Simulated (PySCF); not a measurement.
How good is the calculation?

Cartesian coordinates in Å; atom numbers follow the order of the lines, from 1:
```xyz
18

C     1.918   -1.135    0.507
C     1.121   -0.557   -0.371
C    -0.196    0.124   -0.104
C    -0.080    1.579   -0.578
C    -1.276   -0.593   -0.927
C    -0.587    0.103    1.373
H     2.844   -1.595    0.204
H     1.697   -1.180    1.559
H     1.405   -0.548   -1.417
H    -1.024    2.102   -0.436
H     0.180    1.621   -1.634
H     0.691    2.100   -0.014
H    -1.363   -1.631   -0.612
H    -2.240   -0.108   -0.792
H    -1.028   -0.576   -1.986
H    -0.685   -0.920    1.731
H     0.157    0.616    1.977
H    -1.543    0.604    1.509
```

Theoretical values (PySCF): GFN2-xTB structure, NMR shieldings at PBE0/pcSseg-1/GIAO. Single conformer, no relativistic terms, rapidly exchanging positions averaged, gas phase.

Reference values: estimated from measurements, as parent shift plus tabulated substituent increment (solution, not stated per compound (mostly CDCl3 or CCl4); Pretsch, Buehlmann, Badertscher, Structure Determination of Organic Compounds, 4th ed. (2009)).
```json
{"atoms": "C2", "quantity": "δ ¹³C", "reference": "149.3", "computed": "158.9", "computed, scaled": "152.7"}
{"atoms": "C1", "quantity": "δ ¹³C", "reference": "108.5", "computed": "114.9", "computed, scaled": "109.8"}
```

Reference values: measured (solution, not stated per compound (mostly CDCl3 or CCl4); Pretsch, Buehlmann, Badertscher, Structure Determination of Organic Compounds, 4th ed. (2009)).
```json
{"atoms": "C3", "quantity": "δ ¹³C", "reference": "33.8", "computed": "36.6", "computed, scaled": "33.5"}
{"atoms": "C4/C5/C6", "quantity": "δ ¹³C", "reference": "29.4", "computed": "30.5", "computed, scaled": "27.6"}
```

Reference values: measured (solution, not stated in the table (CDCl3 in this author's series); The use of chemical shift calculations in the conformational analysis of substituted benzenes, New J. Chem. 2019 (ESI)).
| atoms | quantity | reference | computed | computed, scaled |
| --- | --- | --- | --- | --- |
| H9 | δ ¹H | 5.85 | 6.25 | 5.98 |
| H10/H11/H12/H13/H14/H15/H16/H17/H18 | δ ¹H | 1.01 | 1.06 | 1.09 |

Computed shifts are σ(ref) − σ with the named reference compound (TMS for H and C) calculated as an isolated molecule at the same level. The measured values may be among those fitted. Scaled to experiment by linear calibration (H and C: mostly CDCl3 data, vs TMS): ¹H (scatter 0.17 ppm rms, 0.18 ppm with the 4 outliers that the fit left out); ¹³C (scatter 2.1 ppm rms, 2.3 ppm with the 13 outliers that the fit left out). A few per cent of atoms miss by over 2 rms, more outside the fitted compound classes.

(1) How far are the unscaled ¹³C shifts from the references?

(2) How far are the unscaled ¹H shifts from the references?

## Answers

(1) Mean signed difference +4.98 ppm, mean absolute 4.98 ppm over 4 comparisons; the largest is +9.6 ppm at C2 (alkene CH).

(2) Mean signed difference +0.23 ppm, mean absolute 0.23 ppm over 2 comparisons; the largest is +0.40 ppm at H9 (hydrogen on an alkene CH).

6 of the 18 published NMR values on file for this molecule are compared. The rest: values whose atom or origin is in doubt.
